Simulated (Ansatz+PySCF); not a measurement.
doublet SiF₄(+): levels of theory in one basis

```yaml
atoms:
  - { symbol: Si, position_ang: [0.0000, 0.0000, 0.0000] }
  - { symbol: F, position_ang: [0.9128, 0.9128, 0.9128] }
  - { symbol: F, position_ang: [-0.9128, -0.9128, 0.9128] }
  - { symbol: F, position_ang: [-0.9128, 0.9128, -0.9128] }
  - { symbol: F, position_ang: [0.9128, -0.9128, -0.9128] }
```

Basis set: cc-pVTZ on F; cc-pV(T+d)Z on Si (spherical functions). Correlated methods keep 9 orbitals frozen. Correlation on ROHF uses semicanonical orbitals with singles. Charge 1, multiplicity 2.

Computed with Ansatz (development build ahead of 0.2.0); each method stands on the lowest determinant of its kind that the runs found.

```csv
method,E − E(ROHF) (eV),<S²> of the determinant
ROHF,0.00,0.75
UHF,-0.14,0.75
ROHF-MP2,-28.79,–
UHF-MP2,-28.79,0.75
```

Is a single determinant a sound starting point here?

Only with care. Unrestricted orbitals gain 0.14 eV and <S²> is 0.75 against 0.75 for a pure state, but several determinants compete.

Caution: the determinant breaks the point group. Caution for ROHF-MP2, UHF-MP2: MP2 on this radical cation hangs on the determinant chosen; another reference gives a lower total.
